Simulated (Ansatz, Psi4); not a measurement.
**Heat of formation of C2H2 (SMILES C#C) from total energies**

C2H2: 4 atoms, total charge 0, spin state singlet. As SMILES, `C#C`. Geometry: relaxed at PBE0-D4/def2-TZVP.

Total energies at SVWN5/def2-TZVPPD (Psi4 1.11); the atoms run unrestricted:

```tsv
species	state	energy (Eh)
C2H2	singlet	-76.624105
C	triplet	-37.467479
H	doublet	-0.478344
```

Harmonic wavenumbers at PBE0-D4/def2-TZVP, in cm⁻¹: 636, 636, 772, 772, 2084, 3427, 3528.

Measured heats of formation of the gaseous atoms at 298.15 K, in kJ/mol: C 716.9, H 218.0. Take 1 Eh = 2625.50 kJ/mol, 1 cm⁻¹ = 0.0119627 kJ/mol, RT = 2.479 kJ/mol.

**Question.** Work out the heat of formation of the gas at 298 K.

**Answer.** 
1. Electronic atomisation energy: 2 × (-37.467479) + 2 × (-0.478344) − (-76.624105) = 0.732459 Eh = 1923.1 kJ/mol.
2. Zero-point energy: half the sum of the wavenumbers, 5927.5 cm⁻¹ = 70.9 kJ/mol.
3. Thermal vibrational enthalpy, Σ hcν̃/(exp(hcν̃/kT) − 1): 1.2 kJ/mol. Translation, rotation and pV of a linear molecule: 3.5 RT = 8.7 kJ/mol.
4. The 4 free atoms carry 5/2 RT each: 24.8 kJ/mol.
5. Atomisation enthalpy at 298 K: 1923.1 − 70.9 − 1.2 − 8.7 + 24.8 = 1867.1 kJ/mol.
6. Sum of the atoms' heats of formation: 1869.8 kJ/mol. Heat of formation: 1869.8 − 1867.1 = +2.7 kJ/mol.

The tabulated value is +228.3 kJ/mol (Active Thermochemical Tables), so this level is off by -225.6 kJ/mol, or 13.7 % of the atomisation enthalpy that the table implies (1641.4 kJ/mol). The LDA overbinds, which puts heats of formation too low. Anharmonicity and any spin-orbit splitting of the molecule are left out.
